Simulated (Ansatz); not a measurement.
Two isomers of C4H5N: A = `C=C=CN=C`, B = `C=CN1C=C1`.

Calculated with Ansatz (gas phase, PBE0-D4/def2-TZVP geometries, no zero-point term in ΔE). CCSD(T)/CBS adds triple-zeta CCSD(T) − MP2 to the extrapolated MP2 energy (def2 sets, frozen cores). DFT in def2-TZVPP. Each species was taken in one conformer, which may not be the lowest.

A:

```xyz
10

C    -2.1765   -0.0976    1.1136
C    -1.1004    0.0259    0.4025
C    -0.0297    0.1644   -0.3399
N     1.2241   -0.2730    0.0854
C     2.1990   -0.0972   -0.7033
H    -2.4831    0.6760    1.8113
H    -2.8003   -0.9838    1.0424
H    -0.1213    0.6370   -1.3228
H     2.0985    0.3763   -1.6888
H     3.1898   -0.4279   -0.4003
```

B:

Z-matrix (Å, degrees):
```
C
C 1 1.326
H 1 1.082 2 121.1
H 1 1.085 2 121.5 3 -179.3
N 2 1.414 1 125.8 3 174.3
H 2 1.087 1 121.3 3 -0.5
C 5 1.491 2 115.7 1 29.7
C 5 1.489 2 116.6 1 86.5
H 7 1.074 5 138.7 2 -81.6
H 8 1.074 5 137.8 2 82.2
```

Task: Which isomer does CCSD(T)/CBS put lower? Give the gap. (Estimate.)

Result: The calculation gave: A, by 42.9 kcal/mol.

Task: Give E(B) − E(A) in kcal/mol with LDA (SPW92), PBE-D4, r2SCAN-D4, PBE0-D4, CCSD/def2-TZVPP, CCSD(T)/def2-SVP, HF/def2-TZVPP. (An estimate is asked.)

Result: Computed: LDA (SPW92) 42.0, PBE-D4 44.5, r2SCAN-D4 45.9, PBE0-D4 43.8, CCSD/def2-TZVPP 44.9, CCSD(T)/def2-SVP 46.5, HF/def2-TZVPP 51.0. None reverses the order clearly.

Task: Does the order hold for the free energy at 298.15 K (harmonic terms from PBE0-D4)? (Estimate.)

Result: Computed: Yes: G(B) − G(A) = +42.3 kcal/mol, for one conformer each.

Largest T1 diagnostic: 0.013.

In def2-TZVPP, CCSD(T) changes the Hartree–Fock value by −6.7 kcal/mol (the triples alone add −0.6 kcal/mol) and MP2 by −9.5 kcal/mol. Leaving LDA and LC-ωPBE aside and taking each functional with its dispersion term where it has one, the values, not all of them listed here, spread over 6.7 kcal/mol, from ωB97X-V to BLYP-D4. LDA lies −3.0 kcal/mol from PBE without D4.
